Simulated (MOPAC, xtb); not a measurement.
Noncovalent pair: CH4O (SMILES CO) (first 6 atoms) with CH4O (SMILES CO); geometry from S66by8 set.
(charge 0, multiplicity 1):
```xyz
12

O     -2.4238     0.3594    -0.0572
H     -1.4796     0.3356    -0.2613
C     -2.9397    -0.9286    -0.3225
H     -3.9976    -0.9136    -0.0738
H     -2.8443    -1.2100    -1.3740
H     -2.4625    -1.7036     0.2827
O      2.3868     0.1831    -0.4413
H      2.8556     0.7975    -1.0110
C      2.8957     0.3401     0.8804
H      2.3421    -0.3481     1.5105
H      3.9547     0.0897     0.9371
H      2.7432     1.3508     1.2583
```

Counterpoise-corrected where a basis set is named; no monomer relaxation.

The state that AM1, PM7 reach isn't checked; PM7 holds dispersion and hydrogen-bond terms.

The values were computed with MOPAC for AM1, PM7 (differences of heats of formation); xtb for the GFN methods. Values without a source in brackets are computed.

Question: One of these levels gives -1.08 kcal/mol for the interaction energy. Which one is it?
(A) GFN2-xTB
(B) AM1
(C) PM7

Answer: A, GFN2-xTB. The others give -0.52 (AM1), -1.63 (PM7)
